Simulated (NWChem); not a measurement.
System: dichloromethane (CH2Cl2); SMILES ClCCl

Input file for NWChem:

```
start job
memory heap 200 mb stack 900 mb global 1100 mb
geometry units angstroms noautoz
  Cl     1.477601     0.000000     0.207438
  C      0.000000     0.000000    -0.763020
  Cl    -1.477601     0.000000     0.207438
  H      0.000000     0.901498    -1.385988
  H      0.000000    -0.901498    -1.385988
end
basis spherical
  * library def2-tzvpd
end
dft
  xc r2scan
  iterations 150
  mulliken
end
task dft energy
```

Parts of the log:

```
             Northwest Computational Chemistry Package (NWChem) 7.3.0
             --------------------------------------------------------

 C2V symmetry detected

                             Geometry "geometry" -> ""
                             -------------------------

 Output coordinates in angstroms (scale by  1.889725989 to convert to a.u.)

  No.       Tag          Charge          X              Y              Z
 ---- ---------------- ---------- -------------- -------------- --------------
    1 Cl                  17.0000     1.47760100     0.00000000     0.21451429
    2 C                    6.0000     0.00000000     0.00000000    -0.75594371
    3 Cl                  17.0000    -1.47760100     0.00000000     0.21451429
    4 H                    1.0000     0.00000000     0.90149800    -1.37891171
    5 H                    1.0000     0.00000000    -0.90149800    -1.37891171

 Effective nuclear repulsion energy (a.u.)     134.1997189189

      Symmetry information
      --------------------

 Group name             C2v
 Group number             16
 Group order               4
 No. of unique centers     3

                                 NWChem DFT Module
                                 -----------------

 Summary of "ao basis" -> "ao basis" (spherical)
 ------------------------------------------------------------------------------
       Tag                 Description            Shells   Functions and Types
 ---------------- ------------------------------  ------  ---------------------
 Cl                        def2-tzvpd               16       46   6s6p3d1f
 C                         def2-tzvpd               13       37   6s3p3d1f
 H                         def2-tzvpd                5        9   3s2p

      Symmetry analysis of basis
      --------------------------

        a1         55
        a2         21
        b1         41
        b2         30

            General Information
            -------------------
          SCF calculation type: DFT
          Wavefunction type:  closed shell.
          No. of atoms     :     5
          No. of electrons :    42
           Alpha electrons :    21
            Beta electrons :    21
          Charge           :     0
          Spin multiplicity:     1
          Use of symmetry is: on ; symmetry adaption is: on
          Maximum number of iterations: 150
          AO basis - number of functions:   147
                     number of shells:    55
          Convergence on energy requested:  1.00D-06
          Convergence on density requested:  1.00D-05
          Convergence on gradient requested:  5.00D-04

              XC Information
              --------------
                      r^2SCAN Method XC Functional
               r^2SCAN metaGGA Exchange Functional  1.000
                     r^2SCAN Correlation Potential  1.000

             Grid Information
             ----------------
          Grid used for XC integration:  medium
          Radial quadrature: Mura-Knowles
          Angular quadrature: Lebedev.
          Tag              B.-S. Rad. Rad. Pts. Rad. Cut. Ang. Pts.
          ---              ---------- --------- --------- ---------
          Cl                  1.00       88          13.0       590
          C                   0.70       49          11.0       434
          H                   0.35       45          11.0       434
          Grid pruning is: on
          Number of quadrature shells:   182
          Spatial weights used:  Erf1

      Superposition of Atomic Density Guess
      -------------------------------------

 Sum of atomic energies:        -957.62676289

      Non-variational initial energy
      ------------------------------

 Total energy =    -958.529690
 1-e energy   =   -1588.622614
 2-e energy   =     495.893204
 HOMO         =      -0.352475
 LUMO         =       0.019162

      Symmetry analysis of molecular orbitals - initial
      -------------------------------------------------

  Numbering of irreducible representations:

     1 a1          2 a2          3 b1          4 b2

  Orbital symmetries:

     1 a1          2 b1          3 a1          4 a1          5 b1
     6 a1          7 b1          8 a1          9 b2         10 a2
    11 b1         12 a1         13 b1         14 a1         15 b2
    16 a1         17 b1         18 a2         19 a1         20 b1
    21 b2         22 a1         23 b1         24 a1         25 b2
    26 a1         27 b1         28 a2         29 a1         30 b1
    31 b2

     ---------------------------------------------
      Total Density - Mulliken Population Analysis
     ---------------------------------------------

    Atom       Charge   Shell Charges
 -----------   ------   -------------------------------------------------------
    1 Cl  17    17.37   2.01  0.45  1.52  1.10  0.87  0.03  4.19  1.69  1.10  2.88  1.47  0.03  0.01  0.03  0.00  0.00
    2 C    6     5.62   0.85  1.12  0.51  0.68 -0.05  0.01  0.95  1.19  0.29  0.02  0.10 -0.07  0.01
    3 Cl  17    17.37   2.01  0.45  1.52  1.10  0.87  0.03  4.19  1.69  1.10  2.88  1.47  0.03  0.01  0.03  0.00  0.00
    4 H    1     0.82   0.25  0.45  0.06  0.02  0.04
    5 H    1     0.82   0.25  0.45  0.06  0.02  0.04

   convergence    iter        energy       DeltaE   RMS-Dens  Diis-err
 ---------------- ----- ----------------- --------- --------- ---------
 d= 0,ls=0.0,diis     1   -959.5911556637 -1.09D+03  6.87D-03  1.27D+00
 d= 0,ls=0.0,diis     2   -959.4544690982  1.37D-01  5.89D-03  1.72D+00
 d= 0,ls=0.0,diis     3   -959.6333928539 -1.79D-01  1.46D-03  2.16D-01
 d= 0,ls=0.0,diis     4   -959.6606182264 -2.72D-02  2.00D-04  1.39D-03
 d= 0,ls=0.0,diis     5   -959.6607498569 -1.32D-04  4.20D-05  1.23D-04
  Resetting Diis
 d= 0,ls=0.0,diis     6   -959.6607632983 -1.34D-05  8.61D-06  2.04D-06
 d= 0,ls=0.0,diis     7   -959.6607635325 -2.34D-07  3.93D-06  2.15D-07

         Total DFT energy =     -959.660763532484
      One electron energy =    -1590.301763190573
           Coulomb energy =      559.025593989313
    Exchange-Corr. energy =      -62.584313250130
 Nuclear repulsion energy =      134.199718918906

 Numeric. integr. density =       41.999998878810

                  Occupations of the irreducible representations
                  ----------------------------------------------

                     irrep           alpha         beta
                     --------     --------     --------
                     a1                9.0          9.0
                     a2                2.0          2.0
                     b1                7.0          7.0
                     b2                3.0          3.0

                       DFT Final Molecular Orbital Analysis
                       ------------------------------------

 Vector   19  Occ=2.000000D+00  E=-3.051566D-01  Symmetry=a2
              MO Center= -9.9D-14,  1.2D-14,  1.8D-01, r^2= 3.3D+00
   Bfn.  Coefficient  Atom+Function         Bfn.  Coefficient  Atom+Function
  ----- ------------  ---------------      ----- ------------  ---------------
    17      0.393046  1 Cl py               100     -0.393046  3 Cl py
    20      0.257118  1 Cl py               103     -0.257118  3 Cl py
    14      0.184094  1 Cl py                97     -0.184094  3 Cl py
     8     -0.149725  1 Cl py                91      0.149725  3 Cl py
    11     -0.070856  1 Cl py                94      0.070856  3 Cl py

 Vector   20  Occ=2.000000D+00  E=-2.895152D-01  Symmetry=b1
              MO Center=  1.7D-14, -1.0D-14,  1.6D-01, r^2= 3.5D+00
   Bfn.  Coefficient  Atom+Function         Bfn.  Coefficient  Atom+Function
  ----- ------------  ---------------      ----- ------------  ---------------
    16      0.300076  1 Cl px                99      0.300076  3 Cl px
    18     -0.274994  1 Cl pz               101      0.274994  3 Cl pz
    19      0.183756  1 Cl px               102      0.183756  3 Cl px
    21     -0.181068  1 Cl pz               104      0.181068  3 Cl pz
    13      0.140241  1 Cl px                96      0.140241  3 Cl px

 Vector   21  Occ=2.000000D+00  E=-2.803912D-01  Symmetry=b2
              MO Center=  1.0D-13, -1.6D-15, -1.7D-02, r^2= 3.3D+00
   Bfn.  Coefficient  Atom+Function         Bfn.  Coefficient  Atom+Function
  ----- ------------  ---------------      ----- ------------  ---------------
    17      0.361750  1 Cl py               100      0.361750  3 Cl py
    20      0.244457  1 Cl py               103      0.244457  3 Cl py
    14      0.169669  1 Cl py                97      0.169669  3 Cl py
    54     -0.143949  2 C  py                 8     -0.137032  1 Cl py
    91     -0.137032  3 Cl py               131     -0.135068  4 H  s

 Vector   22  Occ=0.000000D+00  E=-4.345065D-02  Symmetry=a1
              MO Center= -1.2D-13, -5.0D-14, -1.3D-01, r^2= 4.3D+00
   Bfn.  Coefficient  Atom+Function         Bfn.  Coefficient  Atom+Function
  ----- ------------  ---------------      ----- ------------  ---------------
    50      0.596237  2 C  s                 19      0.265066  1 Cl px
   102     -0.265066  3 Cl px                16      0.255183  1 Cl px
    99     -0.255183  3 Cl px                49      0.239011  2 C  s
    52     -0.234667  2 C  s                 55      0.223050  2 C  pz
    58      0.223626  2 C  pz                61      0.199105  2 C  pz

 Vector   23  Occ=0.000000D+00  E=-1.265655D-03  Symmetry=b1
              MO Center=  1.8D-13,  1.7D-15, -2.8D-02, r^2= 5.4D+00
   Bfn.  Coefficient  Atom+Function         Bfn.  Coefficient  Atom+Function
  ----- ------------  ---------------      ----- ------------  ---------------
    56      0.382502  2 C  px                53      0.354212  2 C  px
    22      0.324535  1 Cl px               105      0.324535  3 Cl px
     6     -0.245828  1 Cl s                 89      0.245828  3 Cl s
    59      0.233954  2 C  px                21      0.226209  1 Cl pz
   104     -0.226209  3 Cl pz                 4     -0.207151  1 Cl s

 Vector   24  Occ=0.000000D+00  E= 1.776430D-02  Symmetry=a1
              MO Center= -1.6D-13, -3.7D-16, -7.7D-01, r^2= 9.7D+00
   Bfn.  Coefficient  Atom+Function         Bfn.  Coefficient  Atom+Function
  ----- ------------  ---------------      ----- ------------  ---------------
    52      3.615120  2 C  s                132     -1.664145  4 H  s
   141     -1.664145  5 H  s                 51      1.653856  2 C  s
    61     -0.740797  2 C  pz                 6     -0.701034  1 Cl s
    89     -0.701034  3 Cl s                 22      0.442117  1 Cl px
   105     -0.442117  3 Cl px               137      0.338618  4 H  py

     ---------------------------------------------
      Total Density - Mulliken Population Analysis
     ---------------------------------------------

    Atom       Charge   Shell Charges
 -----------   ------   -------------------------------------------------------
    1 Cl  17    17.25   2.01  0.44  1.52  1.12  0.90  0.04  4.19  1.66  1.11  2.80  1.36  0.03  0.01  0.04  0.00  0.01
    2 C    6     5.80   0.86  1.12  0.52  0.73 -0.15  0.02  1.21  1.27  0.14  0.02  0.11 -0.06  0.01
    3 Cl  17    17.25   2.01  0.44  1.52  1.12  0.90  0.04  4.19  1.66  1.11  2.80  1.36  0.03  0.01  0.04  0.00  0.01
    4 H    1     0.85   0.27  0.48  0.04  0.02  0.03
    5 H    1     0.85   0.27  0.48  0.04  0.02  0.03

     -------------------------------------------
      Total Density - Lowdin Population Analysis
     -------------------------------------------

    Atom       Charge   Shell Charges
 -----------   ------   -------------------------------------------------------
    1 Cl  17    16.51   1.98  0.84  1.13  0.82  0.56  0.14  3.93  1.89  1.25  2.39  1.19  0.12  0.01  0.07  0.17  0.01
    2 C    6     7.04   0.91  1.04  0.38  0.31  0.14  0.09  1.05  1.34  0.55  0.02  0.46  0.69  0.05
    3 Cl  17    16.51   1.98  0.84  1.13  0.82  0.56  0.14  3.93  1.89  1.25  2.39  1.19  0.12  0.01  0.07  0.17  0.01
    4 H    1     0.97   0.25  0.35  0.11  0.06  0.19
    5 H    1     0.97   0.25  0.35  0.11  0.06  0.19

     Multipole analysis of the density
     ---------------------------------

     L   x y z        total         alpha         beta         nuclear
     -   - - -        -----         -----         ----         -------
     0   0 0 0     -0.000000    -21.000000    -21.000000     42.000000

     1   1 0 0     -0.000000     -0.000000     -0.000000      0.000000
     1   0 1 0      0.000000      0.000000      0.000000      0.000000
     1   0 0 1     -0.643846     -0.321923     -0.321923     -0.000000

     2   2 0 0    -25.071778   -145.080155   -145.080155    265.088533
     2   1 1 0     -0.000000     -0.000000     -0.000000      0.000000
     2   1 0 1      0.000000      0.000000      0.000000      0.000000
     2   0 2 0    -23.334599    -14.569499    -14.569499      5.804398
     2   0 1 1     -0.000000     -0.000000     -0.000000      0.000000
     2   0 0 2    -22.107555    -26.759420    -26.759420     31.411286
```

Level: r2SCAN/def2-TZVPD. All runs use the structure optimised with PBE0/def2-SVP.
